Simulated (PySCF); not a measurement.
Structure from NMR data

Molecular formula: C5H10O. Simulated spectra:

¹H NMR (500 MHz, computed): δ 2.38 (t, 2H), 2.09 (s, 3H), 1.56 (m, 2H), 0.90 (t, 3H).

¹³C{¹H} NMR (computed): δ 214.8, 49.0, 31.2, 20.9, 16.2.

Method: shieldings: GIAO B97-2/pcSseg-2, geometry: PBE0-D3(BJ)/def2-TZVP, in PySCF 2.14 (non-relativistic Hamiltonian, one computed conformer, fast rotation and ring inversion assumed for equivalent nuclei, gas phase).

Shifts are taken against calculated references (same method and geometry level): ¹H, ¹³C against TMS.

Q: Which of these isomers gave the spectra?
A. CCC(=O)CC
B. CC(C)(C)C=O
C. C=CCOCC
D. CCCC(C)=O

A: D. 

1. Rings plus π bonds: 1 (no ring in the answer).
2. 5 carbon signals for 5 carbons: no two carbons are equivalent.
3. Carbon types of the structure: 1 × C, 2 × CH2, 2 × CH3, which accounts for all hydrogens.
4. δC 214.8: ketone carbonyl carbon; the double bond to the heteroatom, with no lone-pair donor beside it, deshields it most.
5. δC 49.0: sp3 CH2 α to a carbonyl; α to the electron-withdrawing carbonyl group.
6. δC 16.2: methyl carbon; saturated and bonded to C and H only.
7. δH 2.38: hydrogen on an sp3 CH2 α to a carbonyl; α to C=O.
8. δH 2.09: hydrogen on a methyl carbon α to a carbonyl; α to C=O.

The others: CC(C)(C)C=O would give 3 carbon signals, not 5; CCC(=O)CC would give 3 carbon signals, not 5; C=CCOCC would give 6 signals for carbon-bound and other non-exchanging H, not 4.

Shifts are as computed. Against solution values, carbons near 30 ppm lie about +3 ppm off and those near 130 ppm about +7 ppm. Of 1211 compounds with measured shifts, 218 miss one by over three times the rms of a fit or turn the order of signals round; such compounds aren't used in these exercises. No couplings were computed; multiplicities are counted from neighbouring protons, with m where these are inequivalent, close in shift, in a saturated or five-membered ring or joined by F or P, and br s for small geminal =CH2 splittings.
